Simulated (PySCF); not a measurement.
# Optical rotation: `CC(Cl)=C=CCl`, C$_{4}$H$_{4}$Cl$_{2}$

Geometry:
| atom | x (Å) | y (Å) | z (Å) |
| --- | --- | --- | --- |
| C1 | -1.443 | -0.545 | 0.522 |
| C2 | -0.550 | 0.225 | -0.387 |
| Cl3 | -1.364 | 0.999 | -1.718 |
| C4 | 0.738 | 0.355 | -0.263 |
| C5 | 2.017 | 0.486 | -0.100 |
| Cl6 | 3.179 | -0.602 | -0.779 |
| H7 | -1.953 | -1.334 | -0.034 |
| H8 | -0.863 | -0.992 | 1.329 |
| H9 | -2.207 | 0.111 | 0.946 |
| H10 | 2.465 | 1.287 | 0.476 |

Level of theory: TDDFT CAM-B3LYP/def2-TZVPD circular dichroism and optical rotation, one conformer, gas phase (PySCF 2.14.0). Geometry: PBE0-D3(BJ)/def2-TZVP.

No stereocentre is labelled: unless the shape is locked (an allene, a helicene, a hindered biaryl), the mirror image is equally populated and a measured rotation or CD is zero.

**Question.** What is the specific rotation at 633, 589.3, 546, 436, 405, 365, 355 nm?

**Answer.** [α] in deg dm⁻¹ (g/mL)⁻¹:
| λ (nm) | origin-invariant length gauge | modified velocity gauge | length gauge (centre of mass) | isotropic polarisability (au) |
| --- | --- | --- | --- | --- |
| 633 | -192.3 | -194.9 | -187.8 | 88.0 |
| 589.3 | -227.3 | -230.3 | -221.9 | 88.5 |
| 546 | -272.9 | -276.4 | -266.4 | 89.2 |
| 436 | -484.5 | -490.5 | -473.2 | 92.1 |
| 405 | -594.0 | -601.3 | -580.3 | 93.4 |
| 365 | -806.2 | -815.8 | -787.7 | 95.9 |
| 355 | -878.5 | -888.8 | -858.3 | 96.6 |

**Question.** And for the mirror image at 589.3 nm?

**Answer.** +227.3 deg dm⁻¹ (g/mL)⁻¹ (origin-invariant length gauge): the same size and the opposite sign.

**Question.** What is the molar rotation [Φ] = [α]·M/100 of the geometry above at 589.3 nm?

**Answer.** With M = 122.98 g/mol, -279.5 deg cm² dmol⁻¹ (origin-invariant length gauge).

The first excitation lies at 5.09 eV (244 nm) with R = +1.7 × 10⁻⁴⁰ esu² cm² (velocity form).
